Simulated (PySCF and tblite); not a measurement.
Values are calculated unless marked as measured or tabulated.
## Conformers and averaged properties: C₅H₈O, numbered as in [CH2:1]=[CH:2][C:3](=[O:4])[CH2:5][CH3:6]

Conformers came from 90 starts (ETKDG and KDG, MMFF94s, GFN2-xTB); geometries are GFN2-xTB. Energies: B3LYP-D3(BJ)/def2-TZVP (IEF-PCM, chloroform), with GFN2-xTB thermal terms (modes under about 100 cm⁻¹ blended into free rotors). Symmetry numbers and mirror images are counted. Conformers within 3 kcal/mol (GFN2-xTB free energy) were kept, 5 at most. GIAO shieldings: wB97X-D/pcSseg-1 (IEF-PCM, chloroform). Couplings: B3LYP/6-31G* with pcJ-1 on H (gas phase; spin-dipole term only for pairs with B, N, F, Si or P). TDDFT excitations: B3LYP/def2-SVPD (IEF-PCM, chloroform). Couplings are for ¹H. H–H couplings come out 0.1 to 0.9 Hz lower than with pcJ-1 on all atoms. Shifts are against TMS (¹H), TMS (¹³C) at the same level; of two unlike H on one atom, a is the less shielded. Codes: tblite and PySCF.

Torsions listed: C1–C2–C3–O4, O4–C3–C5–C6. Of a mirror pair one member is shown.

| conformer | shape | symmetry | E(GFN2) kcal/mol | E(DFT) kcal/mol | G(298.15 K) kcal/mol | weight % | dipole D |
| --- | --- | --- | --- | --- | --- | --- | --- |
| 1 | 180°, 0° | Cs | 0.85 | 0.00 | 0.00 | 46.9 | 4.04 |
| 2 | 0°, 0° | Cs | 0.00 | 0.23 | 0.07 | 41.3 | 3.41 |
| 3 | -165°, -107° | C1 (pair) | 1.21 | 0.92 | 0.82 | 11.8 | 4.18 |

Weights (%) against temperature:

```
 T (K)     1     2     3  S(mix) cal/mol/K
   250  49.6  41.9   8.6              1.95
273.15  48.2  41.6  10.2              2.03
298.15  46.9  41.3  11.8              2.10
323.15  45.6  40.9  13.4              2.16
373.15  43.5  40.1  16.4              2.26
```

Averaged shifts at 298.15 K. ¹H: 6.83 (H1a, 1H), 6.56 (H2, 1H), 6.52 (H1b, 1H), 2.71 (H5, 2H), 1.14 (H6, 3H) ppm. ¹³C: 210.7 (C3), 144.9 (C2), 140.9 (C1), 38.0 (C5), 10.8 (C6) ppm.

Averaged couplings (Hz): ²J(H1a,H1b) -0.4, ³J(H1a,H2) 17.6, ³J(H1b,H2) 12.1, ²J(H5,H5) -18.5, ³J(H5,H6) 7.2, ²J(H6,H6) -13.9.

Coordinates of conformer 1 (Å):

```xyz
14

C     2.348    0.007   -0.307
C     1.495    0.943    0.086
C     0.021    0.810    0.168
O    -0.657    1.741    0.539
C    -0.577   -0.524   -0.228
C    -2.094   -0.525   -0.093
H     2.035   -0.977   -0.615
H     3.409    0.194   -0.337
H     1.854    1.920    0.386
H    -0.139   -1.298    0.407
H    -0.287   -0.736   -1.260
H    -2.379   -0.318    0.935
H    -2.526    0.249   -0.723
H    -2.503   -1.488   -0.386
```

Coordinates of conformer 2 (Å):

```xyz
14

C     2.733    0.067   -0.072
C     1.531   -0.493   -0.100
C     0.296    0.327   -0.069
O     0.314    1.535   -0.019
C    -0.984   -0.483   -0.106
C    -2.227    0.393   -0.071
H     2.825    1.140   -0.026
H     3.644   -0.507   -0.093
H     1.403   -1.565   -0.146
H    -0.971   -1.168    0.746
H    -0.968   -1.093   -1.013
H    -3.128   -0.215   -0.101
H    -2.237    0.993    0.835
H    -2.231    1.071   -0.921
```

Shifts are unscaled: against experiment ¹³C can be off by 15 ppm or more and ¹H by 0.8 ppm.

Search and properties took 3.1 min on 1 thread of Arm Neoverse V1, on a host shared with other jobs (rough), launched as `OMP_NUM_THREADS=1 python ens_run.py task.json out`.
